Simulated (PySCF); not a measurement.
# C₅H₅S+: excited-state relaxation

Aim: compute the excited-state relaxation of C₅H₅S+ (`c1cc[s+]cc1`).

Computed with PySCF 2.14.0 and routines of our own; the level stands in each step. Atoms count from 0.

### 1 The starting structure

11 atoms, charge 1, multiplicity 1; geometry from: PBE0/6-31+G*.

### 2 Excited-state relaxation: TDA PBE0/6-31+G*

The job: settings as JSON, then the geometry in Å.

```
{"job": {"kind": "xopt", "state": "S1", "method": "TDA", "freq": false, "xc": "PBE0", "basis": "6-31+G*", "grid": 1}, "charge": 1, "multiplicity": 1}
C     -0.055849     1.164605    -0.098025
C     -1.255402     0.447399    -0.049514
C     -1.293437    -0.927888     0.068203
S      0.075159    -1.911010     0.168958
C      1.354840    -0.813128     0.089441
C      1.200222     0.553660    -0.031095
H     -0.101849     2.246246    -0.191785
H     -2.200550     0.980710    -0.105806
H     -2.233357    -1.473801     0.104642
H      2.337621    -1.276058     0.140877
H      2.096628     1.166430    -0.074124
```

With the program's defaults for keys left out, this is: TDA PBE0/6-31+G* excited-state geometry optimisation, gas phase.

The run is started by

```bash
OMP_NUM_THREADS=1 python excited_run.py task.json out
```

One launch serves the whole session: the jobs run in the order shown.

Log:

```text
final grid: 44576 points
cycle   1  E = -591.0466687925  dE =  1.302e+00  |g| = 2.298e-01  |ddm| = 4.848e+00
cycle   2  E = -591.0297646219  dE =  1.690e-02  |g| = 3.302e-01  |ddm| = 1.040e+00
cycle   3  E = -591.0635687695  dE = -3.380e-02  |g| = 5.876e-02  |ddm| = 5.964e-01
cycle   4  E = -591.0644743798  dE = -9.056e-04  |g| = 2.456e-02  |ddm| = 1.528e-01
cycle   5  E = -591.0646245891  dE = -1.502e-04  |g| = 5.219e-03  |ddm| = 4.092e-02
cycle   6  E = -591.0646314626  dE = -6.874e-06  |g| = 1.114e-03  |ddm| = 1.241e-02
cycle   7  E = -591.0646317692  dE = -3.065e-07  |g| = 2.920e-04  |ddm| = 3.451e-03
cycle   8  E = -591.0646317893  dE = -2.012e-08  |g| = 1.145e-04  |ddm| = 5.566e-04
cycle   9  E = -591.0646317929  dE = -3.602e-09  |g| = 1.072e-05  |ddm| = 2.599e-04
cycle  10  E = -591.0646317929  dE = -8.868e-12  |g| = 1.025e-05  |ddm| = 4.329e-05
converged SCF energy = -591.0646317929

vertical S1 at the ground-state geometry: 5.2160 eV
step    E(state)/Eh    max force   excitation/eV  root
  0    -590.86990016   0.054252     5.2438      1
  1    -590.87902680   0.004232     4.8864      1
  2    -590.87925617   0.002487     4.8600      1
  3    -590.88192946   0.026829     4.4130      1
  4    -590.89174959   0.012246     3.9406      1
  5    -590.88654064   0.047511     1.2029      1
  6    -590.89763007   0.011443     2.5297      1
  7    -590.89810523   0.010018     2.6918      1
  8    -590.89922373   0.005618     2.4146      1
  9    -590.89939898   0.007312     2.0788      1
 10    -590.89962592   0.002766     1.9822      1
 11    -590.89972632   0.001171     1.9387      1
 12    -590.89976904   0.001362     1.8185      1
 13    -590.90021110   0.010472     1.1934      1
 14    -590.90201157   0.027272     0.8965      1
 15    -590.88387486   0.050034     1.0657      1
 16    -590.90025796   0.068464     0.5026      1
 17    -590.90868703   0.024160     0.4156      1
optimisation not converged (near crossing with ground state)
```

Run time: 2 min. Hardware: 1 thread of Arm Neoverse V2, shared host; peak memory 0.69 GiB.

Diagnosis: The excited state lay within 0.8 eV of the ground state, the driver's bar for a possible crossing, so it stopped. The remedy is to use a multireference or spin-flip method there. Numbers from the part that failed are no properties of the molecule.

### 3 Excited-state relaxation: UKS PBE0/6-31+G*

The job, as its differences from that of step 2:

```diff
@@ -1,2 +1,2 @@
-{"job": {"kind": "xopt", "state": "S1", "method": "TDA", "freq": false, "xc": "PBE0", "basis": "6-31+G*", "grid": 1}, "charge": 1, "multiplicity": 1}
+{"job": {"kind": "xopt", "state": "T1", "method": "UKS", "freq": false, "xc": "PBE0", "basis": "6-31+G*", "grid": 1}, "charge": 1, "multiplicity": 1}
 C     -0.055849     1.164605    -0.098025
```

Level: UKS PBE0/6-31+G* excited-state geometry optimisation, gas phase.

Log:

```text
final grid: 44576 points
cycle   1  E = -591.0466687925  dE =  1.302e+00  |g| = 2.298e-01  |ddm| = 4.848e+00
cycle   2  E = -591.0297646219  dE =  1.690e-02  |g| = 3.302e-01  |ddm| = 1.040e+00
cycle   3  E = -591.0635687695  dE = -3.380e-02  |g| = 5.876e-02  |ddm| = 5.964e-01
cycle   4  E = -591.0644743798  dE = -9.056e-04  |g| = 2.456e-02  |ddm| = 1.528e-01
cycle   5  E = -591.0646245891  dE = -1.502e-04  |g| = 5.219e-03  |ddm| = 4.092e-02
cycle   6  E = -591.0646314626  dE = -6.874e-06  |g| = 1.114e-03  |ddm| = 1.241e-02
cycle   7  E = -591.0646317692  dE = -3.065e-07  |g| = 2.920e-04  |ddm| = 3.451e-03
cycle   8  E = -591.0646317893  dE = -2.012e-08  |g| = 1.145e-04  |ddm| = 5.566e-04
cycle   9  E = -591.0646317929  dE = -3.602e-09  |g| = 1.072e-05  |ddm| = 2.599e-04
cycle  10  E = -591.0646317929  dE = -8.868e-12  |g| = 1.025e-05  |ddm| = 4.329e-05
converged SCF energy = -591.0646317929

vertical T1 at the ground-state geometry: 3.5731 eV
step    E(state)/Eh    max force   <S^2>
  0    -590.93243842   0.059057    2.0197
  1    -590.94576838   0.007315    2.0291
  2    -590.94593039   0.010299    2.0345
  3    -590.94631228   0.005867    2.0356
  4    -590.94638266   0.002582    2.0356
  5    -590.94642424   0.001400    2.0367
  6    -590.94643252   0.001678    2.0380
  7    -590.94644631   0.000645    2.0379
  8    -590.94644848   0.000167    2.0381
optimisation converged
vertical emission 2.8492 eV, adiabatic 3.2159 eV, Stokes shift 0.7239 eV, reorganisation 0.3572 (excited) and 0.3668 eV (ground)
```

It took 62 s on 1 thread of Arm Neoverse V2, shared host; peak memory 0.62 GiB.

Key values:

```tsv
quantity	value
vertical gap at the ground-state geometry, T1	3.57 eV
adiabatic energy, T1	3.22 eV
vertical gap at the relaxed geometry, T1	2.85 eV
difference of the two gaps, T1	0.72 eV
geometry moved (RMSD), T1	0.060 Å
```

Bonds of the start that changed most:

```tsv
bond	start (Å)	end (Å)
C2–S3	1.688	1.828
C5–C0	1.398	1.455
C0–C1	1.399	1.377
C1–C2	1.381	1.399
C4–C5	1.381	1.399
S3–C4	1.688	1.694
```

Mulliken spin populations:

```tsv
atom	value (e)
C0	0.55
C1	-0.31
C2	0.83
S3	0.42
C4	0.17
C5	0.45
H6	-0.03
H7	0.01
H8	-0.05
H9	-0.02
H10	-0.03
```

### 4 Results

| quantity | value |
| --- | --- |
| vertical gap at the ground-state geometry, T1 (step 3, UKS PBE0/6-31+G*) | 3.57 eV |
| adiabatic energy, T1 (step 3, UKS PBE0/6-31+G*) | 3.22 eV |
| vertical gap at the relaxed geometry, T1 (step 3, UKS PBE0/6-31+G*) | 2.85 eV |
| difference of the two gaps, T1 (step 3, UKS PBE0/6-31+G*) | 0.72 eV |
| runs | 1 failed, 0 ended on unsound input |

In words: Where no frequencies were run, the relaxed excited state may be a saddle. In step 3 (excited-state relaxation), among the bonds C2–S3 changes most, from 1.688 to 1.828 Å.
